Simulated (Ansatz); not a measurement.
Compare A (`NC1=C=CN1`) with its isomer B (`C=C(N)C#N`).

Program: Ansatz. Geometries: PBE0-D4/def2-TZVP. ΔE: electronic, gas phase. CCSD(T)/CBS adds triple-zeta CCSD(T) − MP2 to the extrapolated MP2 energy (def2 sets, frozen cores). DFT in def2-TZVPP. B3LYP here is the variant with VWN-RPA as its local correlation; programs differ in this. One conformer a species, not always the lowest.

Task: Which is lower in electronic energy at CCSD(T)/CBS, and by how much? (An estimate is asked.)

Result: Computed: B, by 345.4 kJ/mol.

Task: Give E(B) − E(A) in kJ/mol with PBE0-D4, BLYP-D4, LDA (SPW92), B3LYP-D4, MP2/def2-TZVPP, B2PLYP, CCSD(T)/def2-SVP. (An estimate is asked.)

Result: Ansatz gave: PBE0-D4 -319.3, BLYP-D4 -357.1, LDA (SPW92) -296.3, B3LYP-D4 -352.8, MP2/def2-TZVPP -356.6, B2PLYP -357.2, CCSD(T)/def2-SVP -365.3. None reverses the order clearly.

Task: Does the order hold for the free energy at 298.15 K (harmonic terms from PBE0-D4)? (Estimate.)

Result: Computed: Yes: G(B) − G(A) = -347.0 kJ/mol, for one conformer each.

Largest T1 diagnostic: 0.014.

From r2SCAN to r2SCAN0 (25 % exact exchange), in def2-TZVPP and without D4, E(B) − E(A) moves by +4.8 kJ/mol. At CCSD(T), def2-SVP lies −19.9 kJ/mol from the extrapolated value and def2-TZVPP −6.9 kJ/mol.
